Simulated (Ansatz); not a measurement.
Breaking a bond: Li2, singlet.

Computed with: UMP2 = MP2 on UHF/cc-pVQZ, frozen core run with Ansatz (a program for electronic structure); RKS-CAM-B3LYP = restricted CAM-B3LYP/cc-pVQZ (Ansatz); FCI = full CI/cc-pVQZ, frozen core (Ansatz).

Energies relative to the lowest point of each curve near equilibrium, in kcal/mol:

| R / Å | UMP2 | RKS-CAM-B3LYP |
|---|---|---|
| 2.48 | 2.2 | 0.8 |
| 2.68 | 0.2 | 0.0 |
| 2.84 | 0.0 | 0.5 |
| 2.92 | 0.7 | 1.0 |
| 3.00 | 1.4 | 1.7 |
| 3.12 | 2.6 | 2.9 |
| 3.47 | 6.0 | 7.3 |
| 3.70 | 8.0 | 10.6 |
| 4.91 | 13.2 | 26.8 |
| 5.39 | 13.9 | 31.8 |
| 6.11 | 14.4 | 37.7 |
| 7.46 | 14.6 | 44.9 |

Question: Estimate the FCI values at these points.

Answer: 2.48: 1.0; 2.68: 0.0; 2.84: 0.3; 2.92: 0.7; 3.00: 1.3; 3.12: 2.4; 3.47: 6.2; 3.70: 9.0; 4.91: 19.9; 5.39: 21.8; 6.11: 23.2; 7.46: 23.9 (kcal/mol).

The unrestricted determinant behind UMP2 is spin-contaminated at 2.08 to 8.22 Å (<S²> up to 1.0, against 0.00 for a pure singlet). The restricted form behind RKS-CAM-B3LYP keeps the bonding electrons paired and can't separate into open-shell fragments.
